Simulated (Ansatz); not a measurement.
H$_{3}$Si–SiH$_{3}$, singlet in cc-pVDZ: errors against RCCSDT(Q)

Geometry: displaced at random from a stationary point.

```xyz
8

Si   -1.0900   -0.0030   -0.0040
Si    1.0853    0.0148    0.0078
H    -1.7001    1.3660    0.0081
H    -1.6086   -0.7895    1.2215
H    -1.7115   -0.7936   -1.2979
H     1.7974   -1.4648   -0.0747
H     1.6508    0.5907    1.1766
H     1.7016    0.7609   -1.1400
```

Basis cc-pVDZ; Ansatz 0.2.0. Only valence electrons are correlated (noble-gas cores frozen), which leaves 14 electrons in 56 orbitals. R marks a restricted (for open shells ROHF) determinant.

Full CI isn't at hand for all of this; RCCSDT(Q) serves as the reference, and is uncertain by about the last step of the cluster series.

* UHF ⟨S²⟩: 0.000
* T1 diagnostic (RCCSD): 0.0133
* largest doubles amplitude (RCCSD): 0.034

Task: From what is known of these methods and the diagnostics, rank them by the size of their error in total energy against RCCSDT(Q) in cc-pVDZ, smallest first (an estimate: the text doesn't fix the numbers).
A. RMP2
B. CISD
C. RHF
D. RCCSD
E. RCCSD(T)

Result: E (0.94 kcal/mol), D (4.96 kcal/mol), B (22.03 kcal/mol), A (37.98 kcal/mol), C (173.73 kcal/mol).

All errors are against RCCSDT(Q) in cc-pVDZ. Within each family the higher level lies nearer, as is usual though not guaranteed.
